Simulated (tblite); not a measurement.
Compound: C₃H₆NP.
Atom-mapped SMILES: `[N:1]#[C:2][CH2:3][CH2:4][PH2:5]` (hydrogens: H6, H7 on C3; H8, H9 on C4; H10, H11 on P5)

Structure used (GFN2-xTB), in Å, numbered top down from 1:
```
atom  x, y, z in Å
N1     3.034   -0.637    0.232
C2     1.932   -0.550   -0.059
C3     0.538   -0.423   -0.402
C4    -0.177    0.480    0.608
P5    -1.991    0.708    0.256
H6     0.091   -1.422   -0.409
H7     0.466   -0.004   -1.411
H8    -0.086    0.067    1.617
H9     0.283    1.472    0.623
H10   -2.253   -0.644    0.026
H11   -1.832    0.956   -1.108
```

Computed with GFN2-xTB (tblite): harmonic, unscaled wavenumbers at the GFN2-xTB geometry, gas phase. The method is semi-empirical: single wavenumbers can be off by several per cent or more. Modes of hydrogen on phosphorus can be 10 to 20 % off. One conformer, not necessarily the lowest.

Harmonic wavenumbers (cm⁻¹): 68.0, 142.2, 199.4, 271.7, 385.7, 500.2, 673.3, 736.6, 818.4, 862.7, 986.5, 990.1, 1051.9, 1104.9, 1146.5, 1216.0, 1228.0, 1300.7, 1423.7, 1447.8, 2252.2, 2323.6, 2413.3, 2939.5, 2951.9, 2953.4, 2965.8.

A = 22530, B = 1485, C = 1434 MHz; mass 87.024 u (most abundant isotopes); point group Cs, symmetry number 1.

What is the zero-point energy?

Half the sum of the wavenumbers: 17677 cm⁻¹ = 211.46 kJ/mol.

What is S at 298.15 K and 1 bar for an ideal gas of classical rigid rotors and harmonic oscillators?

Translation 164.56, rotation 110.07, vibration 58.00: S = 332.6 J/(mol K).

And Cp and H(298.15 K) − H(0)?

Cp = 97.54 J/(mol K), of which vibrations give 64.28 (their classical limit is 27 R = 224.5); H(298.15 K) − H(0) = 19.33 kJ/mol without the zero-point energy, 9.42 from vibrations.

Blend soft modes into free rotors: weight 1/[1 + (100 cm⁻¹/ν̃)⁴] for the oscillator and the rest for a rotor with moment μB/(μ + B), μ = h/(8π²ν), B = 10⁻⁴⁴ kg m². What vibrational entropy results?

54.47 J/(mol K) in place of 58.00, which changes −T·S at 298.15 K by +1.05 kJ/mol.

Which modes carry the vibrational entropy at 298.15 K?

68.0 cm⁻¹: 17.62; 142.2 cm⁻¹: 11.61; 199.4 cm⁻¹: 8.95; 271.7 cm⁻¹: 6.63; 385.7 cm⁻¹: 4.25; 500.2 cm⁻¹: 2.75 J/(mol K); the other 21 give 6.19 together.

What must be added to the electronic energy to get the Gibbs energy at 298.15 K and 1 bar?

ZPE + [H(298.15 K) − H(0)] − T·S = 211.46 + 19.33 − 99.17 = 131.62 kJ/mol.

Hindered rotation and anharmonicity are outside this model. Other conformers, if any are populated, would add a mixing term that is left out.
